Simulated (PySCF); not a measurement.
## PC⁻: script and output

File input.py (PySCF 2.14):

```python
from pyscf import gto, dft, tdscf

mol = gto.M(
    atom='P 0 0 0; C 0 0 1.688',
    basis='6-311g**',
    charge=-1,
    spin=0,
    verbose=4,
)
mf = dft.RKS(mol, xc='pbesol')
mf.kernel()
td = tdscf.TDA(mf)
td.nstates = 6
td.kernel()
td.analyze()
mf.dip_moment()
print('orbital energies (hartree):', mf.mo_energy[..., max(0, mol.nelec[1]-3):mol.nelec[0]+3].round(4))
```

```bash
$ OMP_NUM_THREADS=1 python input.py
```

The log:

```
PySCF version 2.14.0

[INPUT] verbose = 4
[INPUT] num. atoms = 2
[INPUT] num. electrons = 22
[INPUT] charge = -1
[INPUT] spin (= nelec alpha-beta = 2S) = 0
[INPUT] symmetry False subgroup None
[INPUT] Mole.unit = angstrom
[INPUT] Symbol           X                Y                Z      unit          X                Y                Z       unit  Magmom
[INPUT]  1 P      0.000000000000   0.000000000000   0.000000000000 AA    0.000000000000   0.000000000000   0.000000000000 Bohr   0.0
[INPUT]  2 C      0.000000000000   0.000000000000   1.688000000000 AA    0.000000000000   0.000000000000   3.189857698266 Bohr   0.0

nuclear repulsion = 28.2144247528436
number of shells = 20
number of NR pGTOs = 76
number of NR cGTOs = 44
basis = 6-311g**
ecp = {}

******** <class 'pyscf.dft.rks.RKS'> ********
method = RKS
initial guess = minao
damping factor = 0
level_shift factor = 0
DIIS = <class 'pyscf.scf.diis.CDIIS'>
diis_start_cycle = 1
diis_space = 8
diis_damp = 0
SCF conv_tol = 1e-09
SCF conv_tol_grad = None
SCF max_cycles = 50
direct_scf = True
direct_scf_tol = 1e-13
XC library pyscf.dft.libxc version 7.0.0
    S. Lehtola, C. Steigemann, M. J.T. Oliveira, and M. A.L. Marques.,  SoftwareX 7, 1–5 (2018)
XC functionals = pbesol
    J. P. Perdew, A. Ruzsinszky, G. I. Csonka, O. A. Vydrov, G. E. Scuseria, L. A. Constantin, X. Zhou, and K. Burke.,  Phys. Rev. Lett. 100, 136406 (2008)
    J. P. Perdew, A. Ruzsinszky, G. I. Csonka, O. A. Vydrov, G. E. Scuseria, L. A. Constantin, X. Zhou, and K. Burke.,  Phys. Rev. Lett. 100, 136406 (2008)
radial grids:
    Treutler-Ahlrichs [JCP 102, 346 (1995); DOI:10.1063/1.469408] (M4) radial grids

becke partition: Becke, JCP 88, 2547 (1988); DOI:10.1063/1.454033
pruning grids: <function nwchem_prune>
grids dens level: 3
symmetrized grids: False
atomic radii adjust function: <function treutler_atomic_radii_adjust>
small_rho_cutoff = 0
Set gradient conv threshold to 3.16228e-05
Initial guess from minao.
tot grids = 33304
init E= -378.343364152963
  HOMO = -0.258461824594769  LUMO = -0.105102270988609  gap/eV = 4.17313
cycle= 1 E= -378.373728536721  delta_E= -0.0304  |g|= 0.477  |ddm|= 1.49
  HOMO = 0.157056031072197  LUMO = 0.262694256029534  gap/eV = 2.87456
cycle= 2 E= -377.811882436048  delta_E= 0.562  |g|= 1.18  |ddm|= 2.05
  HOMO = 0.0347491395983525  LUMO = 0.164207624710536  gap/eV = 3.52274
cycle= 3 E= -378.389956305963  delta_E= -0.578  |g|= 0.427  |ddm|= 1.99
  HOMO = 0.0172736009431925  LUMO = 0.145062712859279  gap/eV = 3.47732
cycle= 4 E= -378.445545125453  delta_E= -0.0556  |g|= 0.131  |ddm|= 0.31
  HOMO = 0.0216425506894839  LUMO = 0.148055250988563  gap/eV = 3.43986
cycle= 5 E= -378.450770993467  delta_E= -0.00523  |g|= 0.0471  |ddm|= 0.109
  HOMO = 0.0237474098084286  LUMO = 0.148874343099862  gap/eV = 3.40488
cycle= 6 E= -378.451339533849  delta_E= -0.000569  |g|= 0.0109  |ddm|= 0.0261
  HOMO = 0.0239252297301748  LUMO = 0.148967726037766  gap/eV = 3.40258
cycle= 7 E= -378.451380025122  delta_E= -4.05e-05  |g|= 0.00165  |ddm|= 0.00885
  HOMO = 0.024077134703216  LUMO = 0.149075336679568  gap/eV = 3.40137
cycle= 8 E= -378.451380904903  delta_E= -8.8e-07  |g|= 0.000107  |ddm|= 0.00126
  HOMO = 0.0240655684162912  LUMO = 0.149065582401097  gap/eV = 3.40142
cycle= 9 E= -378.451380908031  delta_E= -3.13e-09  |g|= 1.59e-05  |ddm|= 0.000174
  HOMO = 0.0240654697388404  LUMO = 0.149065601086615  gap/eV = 3.40143
cycle= 10 E= -378.451380908114  delta_E= -8.3e-11  |g|= 1.82e-06  |ddm|= 1.03e-05
  HOMO = 0.0240659306445088  LUMO = 0.149065829806927  gap/eV = 3.40142
Extra cycle  E= -378.451380908087  delta_E= 2.76e-11  |g|= 9.31e-06  |ddm|= 9.65e-06
converged SCF energy = -378.451380908087

******** <class 'pyscf.tdscf.rks.TDA'> for <class 'pyscf.dft.rks.RKS'> ********
nstates = 6 singlet
deg_eia_thresh = 1.000e-03
wfnsym = None
conv_tol = 1e-05
eigh lindep = 1e-12
eigh level_shift = 0
eigh max_cycle = 100

Excitation energies (eV)
[4.04605334 4.04605334 4.12214408 4.44411396 4.44411508 5.73158128]

** Singlet excitation energies and oscillator strengths **
Excited State   1:      4.04605 eV    306.43 nm  f=0.0003
      11 -> 12        0.59765
      11 -> 13        0.37147
Excited State   2:      4.04605 eV    306.43 nm  f=0.0003
      11 -> 12        0.37147
      11 -> 13       -0.59765
Excited State   3:      4.12214 eV    300.78 nm  f=0.0000
       9 -> 12       -0.27616
       9 -> 13       -0.41682
      10 -> 12        0.41682
      10 -> 13       -0.27616
Excited State   4:      4.44411 eV    278.99 nm  f=0.0000
       9 -> 12       -0.40733
       9 -> 13       -0.28922
      10 -> 12       -0.28922
      10 -> 13        0.40733
Excited State   5:      4.44412 eV    278.99 nm  f=0.0000
       9 -> 12        0.28922
       9 -> 13       -0.40733
      10 -> 12       -0.40733
      10 -> 13       -0.28922
Excited State   6:      5.73158 eV    216.32 nm  f=0.0376
       9 -> 12       -0.13734
      10 -> 13       -0.13734
      11 -> 14        0.66501

** Transition electric dipole moments (AU) **
state          X           Y           Z        Dip. S.      Osc.
  1         0.0124      0.0495     -0.0000      0.0026      0.0003
  2         0.0495     -0.0124     -0.0000      0.0026      0.0003
  3         0.0000     -0.0000      0.0000      0.0000      0.0000
  4        -0.0000     -0.0000     -0.0000      0.0000      0.0000
  5         0.0000     -0.0000     -0.0000      0.0000      0.0000
  6        -0.0000     -0.0000      0.5177      0.2680      0.0376

** Transition velocity dipole moments (imaginary part, AU) **
state          X           Y           Z        Dip. S.      Osc.
  1        -0.0004     -0.0015      0.0000      0.0000      0.0000
  2        -0.0015      0.0004     -0.0000      0.0000      0.0000
  3        -0.0000      0.0000     -0.0000      0.0000      0.0000
  4        -0.0000      0.0000     -0.0000      0.0000      0.0000
  5         0.0000      0.0000      0.0000      0.0000      0.0000
  6        -0.0000      0.0000      0.2892      0.0836      0.2647

** Transition magnetic dipole moments (imaginary part, AU) **
state          X           Y           Z
  1         1.5003     -0.3758      0.0000
  2        -0.3758     -1.5003     -0.0000
  3         0.0000     -0.0000      0.0000
  4         0.0000     -0.0000     -0.0000
  5        -0.0000     -0.0000     -0.0000
  6         0.0000     -0.0000     -0.0000

WARN: System has nonzero charge -1; the dipole moment is origin-dependent.
Location of origin: [0. 0. 0.]

Dipole moment(X, Y, Z, Debye): -0.00000, -0.00000, -4.56562
orbital energies (hartree): [-0.0024 -0.0024  0.0241  0.1491  0.1491  0.2342]
```

In short: E(SCF) = -378.451381 Eh, 10 cycles, first singlet excitations without spin–orbit coupling 4.05, 4.05, 4.12, 4.44, 4.44 eV.

Run time: 5.7 s on 1 thread of Arm Neoverse V1 (shared host).

The basis has no diffuse functions, which an anion needs. Stability towards an unrestricted solution was not tested. The bond length is a typed value, not an optimised one. The dipole of an ion depends on the origin.
